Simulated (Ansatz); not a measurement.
# SiPH3 (singlet): geometry optimisation

Where does this start of SiPH3 (singlet) end when it is relaxed?

The runs use Ansatz 0.2.0, Gaussian basis; RKS PBE0/def2-TZVP.

**1. The starting structure**

5 atoms, charge 0, spin multiplicity 1.

Atoms are counted from 1 here; the program's logs count them from 0.

Bond lengths: Si1–P2 2.088 Å, Si1–H3 1.462 Å, Si1–H4 1.458 Å, P2–H5 1.393 Å. Angles: P2–Si1–H3 132.7°, P2–Si1–H4 120.5°, H3–Si1–H4 106.8°, Si1–P2–H5 95.1°.

As a file:

```xyz
5
charge 0, multiplicity 1
Si   -1.0446    0.1030    0.0029
P     1.0291   -0.1406   -0.0026
H    -1.9039    1.2852   -0.0015
H    -1.9254   -1.0585    0.0132
H     1.3133    1.2234   -0.0122
```

The start was built by rule and, where that kept it together, relaxed with GFN2-xTB. Sticks and bond lists go by distance. 

**2. The run**

The input, in.yaml:

```yaml
crystal:
  periodic: [false, false, false]
  atoms:
    - {symbol: Si, position_ang: [-1.044582, 0.102987, 0.002934]}
    - {symbol: P, position_ang: [1.029052, -0.140572, -0.002646]}
    - {symbol: H, position_ang: [-1.903922, 1.285202, -0.001522]}
    - {symbol: H, position_ang: [-1.925366, -1.058521, 0.013222]}
    - {symbol: H, position_ang: [1.313256, 1.223423, -0.012158]}
basis:
  gaussian: {orbitals: def2-TZVP}
hamiltonian: {xc: pbe0}
relax: {f_tol: 0.004, max_steps: 80}
```

Command:

```bash
ansatz run in.yaml --threads 1 --pin off --events-out ev --progress --plain --max-ram 2176MiB
```

What does the calculation give? Wanted: energy gained; shift from the start; total energy; dipole moment.

As calculated:

| quantity | value |
| --- | --- |
| steps | 6 |
| energy gained | 0.062 eV |
| shift from the start (rms) | 0.100 Å |
| total energy | -17207.7125 eV |
| dipole moment | 1.65 D |

**Reading.** The bonds of the start are those of the end. P2–H5 went from 1.393 to 1.426 Å. No vibrations were run, so this is a stationary point, not a proven minimum, and this spin need not be the ground state's.
